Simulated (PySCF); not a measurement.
Molecule: C3H3N, charge 0, multiplicity 1. SMILES: C=CC#N
Coordinates optimised at B3LYP-D3(BJ)/def2-TZVP (Ansatz):
```
C
C 1 1.3311
H 2 1.0812 1 120.63
H 2 1.0816 3 117.72 1 -180.00
H 1 1.0836 2 121.31 3 0.00
C 1 1.4256 5 115.74 2 -180.00
N 6 1.1524 5 151.58 1 180.00
```
Charge 0, spin multiplicity 1.

Dispersion corrections to the total energy (kcal/mol) from the dftd3 and dftd4 libraries through PySCF: D3(BJ) without and D4 with the three-body term, each with the damping fitted for the functional named.

```json
[
 {"functional": "HF", "D3(BJ)": "-24.11", "D4": "___"},
 {"functional": "TPSS", "D3(BJ)": "-3.35", "D4": "-3.24"},
 {"functional": "LC-wPBE", "D3(BJ)": "___", "D4": "-2.64"},
 {"functional": "TPSSh", "D3(BJ)": "-3.04", "D4": "-2.94"},
 {"functional": "PBE", "D3(BJ)": "-2.69", "D4": "-2.39"},
 {"functional": "B3LYP", "D3(BJ)": "-4.63", "D4": "-3.84"},
 {"functional": "BLYP", "D3(BJ)": "___", "D4": "-5.43"}
]
```

### Question
Some entries are withheld; supply them.

### Answer

- HF, D4: -9.43
- LC-wPBE, D3(BJ): -2.43
- BLYP, D3(BJ): -5.70
